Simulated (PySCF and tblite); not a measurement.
Results of a calculation; reference values are marked as such.
(E)-crotonaldehyde, C4H6O, numbered as in [CH3:1]/[CH:2]=[CH:3]/[CH:4]=[O:5].

Free energies: PBE0-D3(BJ)/pcSseg-1 (IEF-PCM, chloroform) on GFN2-xTB structures plus GFN2-xTB thermal terms, symmetry and mirror images included. Conformers within 3 kcal/mol (GFN2-xTB free energy) were kept, 10 at most. GIAO shieldings: PBE0/pcSseg-1 (IEF-PCM, chloroform). Shifts are against TMS (¹H), TMS (¹³C) at the same level. Programs: PySCF with density fitting and tblite.

Torsions listed: C2–C3–C4–O5.

```csv
conformer,shape,symmetry,E(GFN2) kcal/mol,E(DFT) kcal/mol
1,180°,Cs,0.00,0.00
2,0°,Cs,0.34,1.73
```

(1) How much do the weights at 298.15 K and the averaged shift of C2 depend on how the conformers are weighted?

Answers

(1) 
```csv
weighting,1 (%),2 (%),δ (ppm),rms dipole (D)
"DFT energy with thermal terms, symmetry and mirror images (full scheme)",94,6,169.0,4.97
DFT energy with symmetry and mirror images,95,5,169.0,4.98
bare DFT energy,95,5,169.0,4.98
GFN2-xTB energy with symmetry and mirror images,64,36,166.1,4.66
GFN2-xTB free energy,61,39,165.8,4.63
leading conformer alone,100,0,169.5,5.03
equal weights,50,50,164.8,4.51
```

The largest departure from the full scheme, 4.1 ppm, comes with: equal weights.
